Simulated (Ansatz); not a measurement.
## GaH⁻, quartet in aug-cc-pVDZ: errors against full CI

Geometry: that of the GaH⁻, doublet, kept fixed. The doublet lies 1.5 eV lower here.

```yaml
atoms:
  - { symbol: Ga, position_ang: [0.0000, 0.0000, 0.0000] }
  - { symbol: H, position_ang: [0.0000, 0.0000, 1.7244] }
```

Basis aug-cc-pVDZ; Ansatz 0.2.0. Only valence electrons are correlated (noble-gas cores and the filled d shells of p-block atoms frozen), which leaves 5 electrons in 31 orbitals. Prefix R: restricted or restricted open-shell reference; prefix U: unrestricted. Active spaces: valence = (5e, 5o) chosen from the atoms' valence shells. No spin–orbit coupling is included, and no scalar relativity. This anion state lies near or above the neutral species, so the extra electron is weakly bound or unbound and the energies hang on the diffuse functions.

Full CI is exact within this basis and frozen core; it isn't the basis-set limit. The frozen core follows each run's orbitals, which can shift R against U totals by a few meV for light atoms and by up to 0.1 eV past Ca.

For open shells CISD and CISDTQ are restricted-active-space CI with the open shells as a complete middle space.

```
UHF ⟨S²⟩                          : 3.759
T1 diagnostic (RCCSD)             : 0.0394
largest doubles amplitude (RCCSD) : 0.056
```

```
   level  E − E(RHF) (eV)
    RMP2          -1.2985
   RCCSD          -1.7679
RCCSD(T)          -1.8249
```

Question: Estimate how far full CI in aug-cc-pVDZ lies from RCCSD(T). The table doesn't fix it; the size of (T) and the diagnostics are the guide.

Answer: Full CI in aug-cc-pVDZ lies 23 meV below RCCSD(T), which is 40 % of the (T) step (-57 meV). T1 is raised, and the rest is a large part of (T).

The other levels:

| level | E − E(full CI) (meV) | share of correlation (%) | wall time |
| --- | --- | --- | --- |
| CISD | 83 | 95.52 | 1.3 s |
| BCCD(T) | 22 | 98.80 | 2.7 s |
| RCCSDT | 1 | 99.94 | – |
| CISDTQ | 1 | 99.97 | 9.5 s |
| RCCSDT(Q) | -1 | 100.03 | 5.5 s |
| CASSCF (valence space) | 1345 | 27.21 | – |
| NEVPT2 (valence space) | 483 | 73.87 | 1.4 s |
| MRCISD (valence space) | 83 | 95.49 | – |
| MRCISD+Q (valence space) | 17 | 99.09 | 1.7 s |

The correlation energy at full CI, counted from RHF, is -1.847 eV. That run took 18 s on 1 thread of Arm Neoverse V2, shared host over 243,572 determinants.

Run but not shown, since their state or frozen core can't be matched to the reference's or they repeat it: UHF, UMP2, UCCSD, UCCSD(T), UCCSDT, UCCSDT(Q).

Times hold each run's SCF and search for its determinant on a shared host, so for small cases they say little of a method's own cost; they ran on 1 thread of Arm Neoverse V2.

The full-CI state has the irrep A2 of C2v, in the program's axes (one component, if the state is degenerate).

Natural occupations of full CI about the gap: 1.925 0.994 0.975 0.975 0.033 0.015 0.015 0.011 0.011 0.009; effectively unpaired electrons, Σ n²(2−n)², 3.03.
